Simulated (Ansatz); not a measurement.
The same path of CH₆Si (8 atoms, charge 0, multiplicity 1) was run twice with different band settings. Lost on the way: Si1–C2, Si1–H6. Made: C2–H6.

All numbers below come from RKS revPBE-D4/def2-TZVP (Ansatz 0.2.0).

Relaxed end points:

```xyz
8
Properties=species:S:1:pos:R:3
Si 0.380 0.011 0.047
C 0.873 -0.012 1.869
H -0.013 -0.126 2.512
H 1.556 -0.849 2.076
H 1.381 0.923 2.147
H 1.588 0.163 -0.825
H -0.549 1.152 -0.234
H -0.314 -1.263 -0.329
```

```xyz
8
Properties=species:S:1:pos:R:3
Si 0.161 0.016 -0.871
C 1.208 0.018 1.742
H 0.140 -0.162 1.898
H 1.799 -0.809 2.153
H 1.503 0.982 2.170
H 1.489 0.063 0.648
H -0.757 1.048 -0.196
H -0.640 -1.156 -0.282
```

Common settings: movable images 7; spring 5.0 eV/Å²; start path through a guess of the saddle point; force threshold 0.03 eV/Å; iteration limit 60; end points relaxed.

| run | climbing image | optimiser |
| --- | --- | --- |
| 1 | yes | quadratic models (default) |
| 2 | from the first iteration | fire |

(1) What does each run give, and how far can it be trusted?

Results:

(1) Run 1: converged after 15 iterations, highest image 2.783 eV above the first end. A vibrational analysis at the climbing image gives one clearly imaginary mode, 1081i cm⁻¹: a first-order saddle point.
Run 2: converged after 47 iterations, highest image 2.785 eV above the first end. Another band between the same ends (7 images) ends at a top of the same energy, where a vibrational analysis finds 1 clearly imaginary mode.
The orbitals stay closed-shell, which can raise the energy where a bond breaks towards radicals; this wasn't checked here.
